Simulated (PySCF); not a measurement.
Nitrogen: a sound run and one with changed settings

Sound run: N [He] 2s2 2p3, N⁺ [He] 2s2 2p2. Computed with PySCF 2.14 in pcseg-2 (4s3p2d1f, 30 functions), with the non-relativistic Hamiltonian (point nucleus). The sound run starts from symmetry-adapted Hartree-Fock orbitals and uses a fine grid where one is needed.

Changed run: radial step 0.3 in ln r (0.13 in the sound run). This setting is unsound on purpose.

```csv
species,method,sound run (hartree),changed run (hartree),converged
N,UHF,-54.39880,-54.39880,yes
N,LDA,-54.13165,-54.13164,yes
N,M06-L,-54.59766,-54.59541,yes
N⁺,UHF,-53.88813,-53.88813,yes
N⁺,LDA,-53.58015,-53.58014,yes
N⁺,M06-L,-54.05790,-54.06060,yes
```

Ionisation energy of N:

| method | sound run (eV) | changed run (eV) |
| --- | --- | --- |
| UHF | 13.896 | 13.896 |
| LDA | 15.007 | 15.007 |
| M06-L | 14.688 | 14.553 |

A coarse radial grid mis-integrates the density and the exchange-correlation energy, with errors of either sign; Hartree-Fock needs no grid.

For comparison, NIST gives 14.534 eV between the lowest levels.
